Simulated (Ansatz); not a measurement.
## H2Si–Si, singlet: the ladder up to full CI

Geometry: a PBE0/def2-TZVP stationary point for this spin, not checked as a minimum.

```xyz
4

Si    0.0000    0.0000    1.0300
Si    0.0000    0.0000   -1.1633
H     0.0000    1.2361    1.8580
H     0.0000   -1.2361    1.8580
```

Basis 6-31G; Ansatz 0.2.0. Only valence electrons are correlated (noble-gas cores frozen), which leaves 10 electrons in 20 orbitals. Prefix R: restricted or restricted open-shell reference; prefix U: unrestricted. Active spaces: valence = (10e, 10o) chosen from the atoms' valence shells.

Full CI is exact within this basis and frozen core; it isn't the basis-set limit. The frozen core follows each run's orbitals, which can shift R against U totals by a few meV.

The UHF ⟨S²⟩ is 0.569 and the T1 diagnostic (RCCSD) is 0.0150. The largest doubles amplitude (RCCSD) is 0.206.

| level | E − E(full CI) (mEh) | share of correlation (%) | wall time |
| --- | --- | --- | --- |
| RHF | 131.98 | 0.00 | – |
| RMP2 | 34.52 | 73.85 | – |
| CISD | 14.80 | 88.79 | 0.55 s |
| RCCSD | 4.21 | 96.81 | – |
| RCCSD(T) | 1.14 | 99.14 | 0.43 s |
| BCCD(T) | 1.16 | 99.12 | 0.49 s |
| RCCSDT | 0.52 | 99.61 | – |
| CISDTQ | 0.86 | 99.35 | 4.2 s |
| RCCSDT(Q) | 0.12 | 99.91 | 1.3 s |
| RCCSDTQ | 0.03 | 99.98 | 13 s |
| CASSCF (valence space) | 33.54 | 74.59 | – |
| NEVPT2 (valence space) | 9.53 | 92.78 | 4.8 s |
| MRCISD (valence space) | 1.22 | 99.08 | – |
| MRCISD+Q (valence space) | 0.37 | 99.72 | 13 s (H100) |

The correlation energy at full CI, counted from RHF, is -3.591 eV. That run took 17 s on 2 threads of AMD EPYC 7R13 with a shared H100 80 GB, shared host over 60,099,968 determinants.

Run but not shown, since their state or frozen core can't be matched to the reference's or they repeat it: UHF.

Times hold each run's SCF and search for its determinant on a shared host, so for small cases they say little of a method's own cost; rows without a card ran on 1 thread of AMD EPYC 7R13.

The full-CI state has the irrep A1 of C2v, in the program's axes.

Natural occupations of full CI about the gap: 1.974 1.958 1.957 1.925 1.867 0.128 0.055 0.046 0.026 0.024; effectively unpaired electrons, Σ n²(2−n)², 0.18.

Atomization energy (electronic, same basis, no zero-point term; atoms at the same level, unrestricted beside the R rows where the molecule is a closed shell, with restricted open-shell steps beyond CCSDT(Q)) at full CI: 696.8 kJ/mol. Errors of other levels:

```csv
level,error (kJ/mol)
RHF,-222.4
RMP2,-43.0
CISD,-37.6
RCCSD,-10.1
RCCSD(T),-2.7
BCCD(T),-2.7
RCCSDT,-1.4
CISDTQ,-2.2
RCCSDT(Q),-0.3
RCCSDTQ,-0.1
CASSCF (valence space),-32.9
NEVPT2 (valence space),-2.9
MRCISD (valence space),-2.7
MRCISD+Q (valence space),-1.0
```

This basis is far from its limit, so the value isn't to be set against a measured one. Truncated CI isn't size-consistent, which counts against it in atomization.
